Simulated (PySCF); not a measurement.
# The bond of CF, level by level

What are the lowest state that PBE0 finds, the bond length, vibrational wavenumber and bond energy of CF, and how much do these hang on the method?

Program: PySCF 2.14.0. Level of theory: C pcseg-2, F pcseg-2, no relativity. These are calculated values, not measurements.

## 1. Input

The job is set up so:

```
atoms                         : C, F
charge                        : 0
basis                         : C pcseg-2, F pcseg-2
Hamiltonian                   : no relativity
basis functions               : 60
electrons treated             : 15
masses in u                   : 12.0000, 18.9984
levels                        : PBE0, PBE, r²SCAN, B97-3, BP86, B3LYP, LC-ωPBE, HF, MP2, SCS-MP2, CCSD, CCSD(T)
grid                          : 80 radial by 434 angular points
occupations                   : held fixed by the projection of orbital angular momentum
dissociation limit            : C + F, each in its ground configuration
starting distance in angstrom : 1.325
values of 2S to try           : 1, 3
```

The run is started by

```bash
OMP_NUM_THREADS=1 python dia.py task.json out
```

The runs that follow: First curve: PBE0; Excited determinants; PBE (GGA); r²SCAN (meta-GGA); B97-3; BP86; B3LYP (global hybrid GGA); LC-ωPBE; UHF (mean field); Adding correlation.

Before running it: what results should come out? Wanted: for each run, Re; ωe; De; μ.

The runs gave:

Lowest PBE0 solution found, without spin–orbit coupling: ²Π (doublet), unpaired electrons π ↑. State 2 has its PBE0 minimum 3.32 eV higher. The other levels ran on the lowest alone.

```tsv
level	Re (Å)	ωe (cm⁻¹)	De (eV)	μ (D)
UHF	1.254	1413	3.51	0.54
UHF-MP2	1.274	1328	5.83	n/a
UHF-SCS-MP2	1.275	1321	5.64	n/a
UHF-CCSD	1.273	1336	5.37	n/a
UHF-CCSD(T)	1.279	1308	5.56	n/a
PBE	1.287	1252	6.29	0.85
BP86	1.289	1244	6.24	0.83
r²SCAN	1.277	1295	5.84	0.83
B3LYP	1.276	1294	5.80	0.74
PBE0	1.268	1335	5.84	0.80
B97-3	1.269	1332	5.79	0.79
LC-ωPBE	1.267	1359	5.91	0.82
```

De is counted to C + F in their ground configurations. A positive dipole means C(−)F(+).

Differences from CCSD(T) in the same basis:

```tsv
level	Re (mÅ)	ωe (%)
UHF	-25	+8.0
UHF-MP2	-5	+1.5
UHF-SCS-MP2	-4	+1.0
UHF-CCSD	-6	+2.1
PBE	+8	-4.3
BP86	+10	-4.9
r²SCAN	-2	-1.0
B3LYP	-3	-1.1
PBE0	-11	+2.1
B97-3	-10	+1.8
LC-ωPBE	-12	+3.9
```

Judged by CCSD(T) in the same basis: best bond length r²SCAN (-2 mÅ), worst UHF (-25 mÅ); best wavenumber UHF-SCS-MP2 and r²SCAN (1.0 % off), worst UHF (+8.0 %). Hartree–Fock falls on the short and stiff side, its usual fault. PBE has the long and soft bond that GGAs tend to give. Of the levels with a De here, UHF gives the least (3.51 eV) and PBE the most (6.29 eV).

Correlated steps freeze 2 core orbitals.
